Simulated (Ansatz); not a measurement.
Basis sets over 5 cases of the energy of full hydrogenation at PBE with Ansatz (elements up to F), each against its own reference: (a) the value in aug-cc-pVQZ; (b) the value in aug-pcseg-3; (c) the value in pcseg-4. By their distance from other large sets or by the extrapolation step the references are unsure by up to roughly 0.24 kcal/mol. B3LYP-D3(BJ)/def2-TZVP geometries; electronic energies; no added dispersion term; no relativity. Cartesian d functions in some cases of 6-31+G*. 

Cases are drawn at random; left out are references unsure by over 1.3 kcal/mol, doubtful singlets, and cases whose largest runs show a restricted determinant unstable towards unrestricted orbitals, <S^2> over 0.1 too high or, where CCSD(T) ran, T1 over 0.025 (0.045 for open shells). Sets are drawn from those converged to one state in every case.

Cases (SMILES) and reference values:
- OC (CH3-OH) + [H][H] (H2) → C (CH4) + O (H2O): -29.65 kcal/mol (b)
- C(=N)=O + 4 [H][H] (H2) → C (CH4) + N (NH3) + O (H2O): -73.46 kcal/mol (c)
- C(=C)=O + 4 [H][H] (H2) → 2 C (CH4) + O (H2O): -97.78 kcal/mol (b)
- CN(C)C + 3 [H][H] (H2) → 3 C (CH4) + N (NH3): -70.23 kcal/mol (a)
- NC (CH3-NH2) + [H][H] (H2) → C (CH4) + N (NH3): -26.40 kcal/mol (b)

```csv
basis,"functions over def2-SVP (largest species, mean of cases)",mean signed deviation (kcal/mol),mean absolute,largest,within 4 kcal/mol
STO-3G,0.3,17.70,17.70,27.53,0 of 5
pcseg-0,0.6,9.02,9.02,18.16,1 of 5
6-31G,0.6,3.63,3.63,6.54,3 of 5
def2-SV(P),0.8,17.75,17.75,29.54,0 of 5
6-31+G*,1.0,3.58,3.58,5.31,3 of 5
aug-cc-pVDZ,1.7,-2.69,2.76,7.08,3 of 5
def2-TZVPD,2.4,1.33,1.33,2.33,5 of 5
jun-cc-pV(T+d)Z,2.8,-0.31,0.32,0.63,5 of 5
aug-pcseg-2,3.7,-0.32,0.32,0.48,5 of 5
cc-pVQZ,4.6,1.21,1.21,2.48,5 of 5
```

Among the sets for which every case ran a larger relative (same family, alike in diffuse functions, listed or not), the smallest listed that holds all cases within 4 kcal/mol together with them is def2-TZVPD, at 2.4 times the functions of def2-SVP. Inside, though some case ran no larger relative to test it: aug-pcseg-2, cc-pVQZ. Largest deviations of relatives not listed, over the cases that ran them: def2-TZVPPD 0.42, aug-cc-pVTZ 0.52, cc-pV5Z 0.55, aug-pcseg-3 0.04, def2-QZVPPD 0.23, aug-cc-pVQZ 0.14 kcal/mol. A case lies within its reference's uncertainty of the window's edge in 6-31G. These figures hold for the cases listed.

Ansatz is a program for electronic structure.
